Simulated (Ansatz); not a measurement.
Density of states of NaNiO2 (R-3m, a = 2.951 Å, b = 2.951 Å, c = 15.457 Å, α = 90.00°, β = 90.00°, γ = 120.00°), in states per eV and primitive cell, averaged over bins of 0.3 eV. Computed with DFT PBEsol, scalar-relativistic, plane waves, PAW in Ansatz.

Plane waves to 420 eV, a k mesh through Γ of 18×18×18 on the computed 4-atom cell and Gaussian smearing (0.10 eV); collinear spin from starting moments 0 0.81 0.11 0.11 μB.

The cell is relaxed at this level. The states (both spins) are summed by tetrahedra on a 27×27×27 mesh at the self-consistent density. Energies are bin centres; the table starts no lower than −8 eV and ends at 6 eV, or lower where the solved bands end.

It is a metal at this level.

```csv
E − E_F (eV),total,O 2p up,Ni 3d up,Ni 3d down,O 2p down,O 2s up,Na 3s up
-7.20,0.22,0.13,0.03,0.01,0.02,0.00,0.00
-6.90,1.03,0.41,0.10,0.07,0.31,0.01,0.01
-6.60,1.53,0.62,0.18,0.10,0.44,0.01,0.02
-6.30,2.61,1.05,0.43,0.17,0.70,0.01,0.06
-6.00,4.18,1.84,0.63,0.34,1.09,0.04,0.02
-5.70,4.05,0.95,0.54,0.37,1.94,0.02,0.00
-5.40,2.69,1.06,0.83,0.20,0.49,0.01,0.01
-5.10,2.04,0.56,0.29,0.42,0.70,0.01,0.01
-4.80,4.23,1.25,0.63,0.77,1.42,0.02,0.01
-4.50,3.07,0.98,0.58,0.40,0.99,0.03,0.00
-4.20,2.31,0.50,0.20,0.43,1.09,0.01,0.00
-3.90,2.71,0.94,0.25,0.39,1.05,0.01,0.00
-3.60,2.16,0.76,0.23,0.22,0.89,0.01,0.01
-3.30,2.12,0.86,0.19,0.18,0.81,0.01,0.01
-3.00,1.79,0.58,0.14,0.16,0.85,0.00,0.01
-2.70,1.64,0.72,0.12,0.11,0.64,0.00,0.02
-2.40,2.00,0.40,0.71,0.07,0.76,0.01,0.00
-2.10,3.91,0.47,3.02,0.02,0.31,0.02,0.00
-1.80,3.75,0.52,1.76,1.27,0.15,0.00,0.00
-1.50,6.42,0.80,2.05,3.07,0.39,0.00,0.02
-1.20,3.47,0.16,0.33,2.32,0.61,0.00,0.00
-0.90,1.98,0.00,0.00,1.43,0.51,0.00,0.00
-0.60,0.33,0.09,0.13,0.06,0.03,0.01,0.01
-0.30,1.65,0.70,0.84,0.00,0.00,0.06,0.03
0.00,2.35,1.12,1.14,0.00,0.00,0.06,0.01
0.30,2.03,1.04,0.86,0.07,0.02,0.01,0.01
0.60,1.68,0.27,0.21,0.73,0.36,0.00,0.00
0.90,3.05,0.00,0.00,1.78,1.12,0.00,0.00
1.20,2.10,0.00,0.00,1.13,0.94,0.00,0.00
1.50,0.22,0.00,0.00,0.11,0.10,0.00,0.00
1.80,0.00,0.00,0.00,0.00,0.00,0.00,0.00
2.10,0.00,0.00,0.00,0.00,0.00,0.00,0.00
2.40,0.00,0.00,0.00,0.00,0.00,0.00,0.00
2.70,0.00,0.00,0.00,0.00,0.00,0.00,0.00
3.00,0.00,0.00,0.00,0.00,0.00,0.00,0.00
3.30,0.01,0.00,0.00,0.00,0.00,0.00,0.00
3.60,0.04,0.00,0.00,0.00,0.00,0.01,0.01
3.90,0.07,0.00,0.00,0.00,0.00,0.01,0.02
4.20,0.11,0.01,0.00,0.00,0.01,0.02,0.03
4.50,0.14,0.01,0.00,0.00,0.01,0.02,0.04
4.80,0.19,0.02,0.00,0.00,0.01,0.02,0.05
5.10,0.25,0.02,0.00,0.00,0.02,0.02,0.08
5.40,0.34,0.03,0.00,0.00,0.03,0.03,0.11
5.70,0.41,0.04,0.00,0.00,0.03,0.02,0.13
```

The columns after the total are the main Löwdin projections on the occupied valence shells of the potentials; 4 others are left out. The rest of the total lies in those, in shells that are empty in the free atom, which aren't projected, and between the atoms.

The cell holds one magnetic atom, so it can only be ferromagnetic; an antiferromagnetic order may lie lower.

Only this magnetic start was tried.

Whether NaNiO2 exists in this form wasn't checked.

Cost: 1 run of about 3.1 core-minutes, on Intel Xeon Platinum 8488C (Sapphire Rapids) (shared hosts).